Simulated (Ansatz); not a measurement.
BNGe⁺, doublet in cc-pVTZ: errors against UCCSDT(Q)

Geometry: that of the BNGe, triplet, kept fixed.

```xyz
3

B     0.0000    0.0000   -1.4446
N     0.0000    0.0000   -0.1777
Ge    0.0000    0.0000    1.6223
```

Basis cc-pVTZ; Ansatz 0.2.0. Only valence electrons are correlated (noble-gas cores and the filled d shells of p-block atoms frozen), which leaves 11 electrons in 87 orbitals. R marks a restricted (for open shells ROHF) determinant, U an unrestricted one. Active spaces: valence = (11e, 12o) chosen from the atoms' valence shells. No spin–orbit coupling is included, and no scalar relativity.

Full CI isn't at hand for all of this; UCCSDT(Q) serves as the reference, and is uncertain by about the last step of the cluster series. The frozen core follows each run's orbitals, which can shift R against U totals by a few meV for light atoms and by up to 0.1 eV past Ca.

```
UHF ⟨S²⟩                          : 0.773
T1 diagnostic (RCCSD)             : 0.0236
largest doubles amplitude (RCCSD) : 0.055
T1 diagnostic (UCCSD)             : 0.0198
```

```tsv
level	E − E(UCCSDT(Q)) (kJ/mol)	share of correlation (%)	wall time
UHF	902.6	0.65	–
UMP2	83.1	90.85	–
UCCSD	53.2	94.14	–
UCCSD(T)	5.2	99.42	5.5 s (H100)
UCCSDT	3.9	99.57	–
```

The correlation energy at UCCSDT(Q), counted from RHF, is -9.415 eV. That run took 20 s on 2 threads of AMD EPYC 7R13 with a shared H100 80 GB, shared host.

Run but not shown, since their state or frozen core can't be matched to the reference's or they repeat it: RHF, RMP2, RCCSD, RCCSD(T), BCCD(T), RCCSDT, RCCSDT(Q), CASSCF (valence space), NEVPT2 (valence space).

Times hold each run's SCF and search for its determinant on a shared host, so for small cases they say little of a method's own cost.

Natural occupations of CASSCF (valence space) about the gap: 1.976 1.957 1.957 1.922 1.001 0.049 0.049 0.031 0.031 0.027; effectively unpaired electrons, Σ n²(2−n)², 1.07.
